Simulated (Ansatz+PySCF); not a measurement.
Results of a calculation; reference values are marked as such.
A run of Ansatz (development build ahead of 0.2.0) on doublet CH6N at this shape:

```xyz
8

C    -1.2608    0.0000    0.0123
N     1.3133    0.0000   -0.1368
H    -1.5840    0.9085   -0.4847
H    -1.4637   -0.0046    1.0773
H    -1.5848   -0.9039   -0.4927
H     0.0431   -0.0001   -0.1517
H     1.4805    0.8056    0.4677
H     1.4806   -0.8055    0.4678
```

Its results:

```yaml
Converged: yes
Reference_energy: -95.74856 hartree
Correlation_energy: -0.41021 hartree
Total_energy: -96.15877 hartree
Spin_squared_of_the_determinant: 0.794
Stability_test: minimum
```

Task: Which input gives this output? Name the method, the orbitals and the basis set, and write the input.

Result: UHF-MP2 in cc-pVTZ.

```yaml
crystal:
  periodic: [false, false, false]
  atoms:
    - { symbol: C, position_ang: [-1.26075, -1.0e-05, 0.01229] }
    - { symbol: "N", position_ang: [1.31326, -1.0e-05, -0.13678] }
    - { symbol: H, position_ang: [-1.58399, 0.90854, -0.48474] }
    - { symbol: H, position_ang: [-1.46367, -0.00457, 1.0773] }
    - { symbol: H, position_ang: [-1.58475, -0.90388, -0.4927] }
    - { symbol: H, position_ang: [0.04311, -6.0e-05, -0.15169] }
    - { symbol: H, position_ang: [1.48046, 0.80558, 0.46775] }
    - { symbol: H, position_ang: [1.48056, -0.80552, 0.46781] }
basis:
  gaussian: { orbitals: cc-pVTZ }
magnetization:
  spin_polarized: true
  initial_magnetization: 1
hamiltonian:
  xc: hf
correlation:
  method: mp2
  frozen_orbitals: { C: 1, H: 0, "N": 1 }
```
